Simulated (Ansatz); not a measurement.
C3H6O2 can be A, `C=COCO`, or B, `C=C(O)CO`.

Program: Ansatz. Geometries: PBE0-D4/def2-TZVP. ΔE: electronic, gas phase. CCSD(T)/CBS is the MP2 limit (def2-TZVPP, def2-QZVPP) plus CCSD(T) − MP2 in def2-TZVPP, frozen cores. Functionals use def2-TZVPP. One conformer a species, not always the lowest.

Problem. Which isomer does CCSD(T)/CBS put lower? Give the gap. (Estimate.)

Solution. Ansatz gave: B, by 34.8 kJ/mol.

Problem. Give E(B) − E(A) in kJ/mol with MP2/def2-TZVPP, r2SCAN-D4, CCSD(T)/def2-TZVPP, CCSD/def2-TZVPP, HF/def2-TZVPP, ωB97M-V, PBE-D4. (An estimate is asked.)

Solution. Ansatz gave: MP2/def2-TZVPP -35.9, r2SCAN-D4 -33.2, CCSD(T)/def2-TZVPP -32.8, CCSD/def2-TZVPP -32.2, HF/def2-TZVPP -22.6, ωB97M-V -34.0, PBE-D4 -34.8. None reverses the order clearly.

Largest T1 diagnostic: 0.012.

In def2-TZVPP, CCSD(T) changes the Hartree–Fock value by −10.2 kJ/mol (the triples alone add −0.6 kJ/mol) and MP2 by −13.3 kJ/mol.
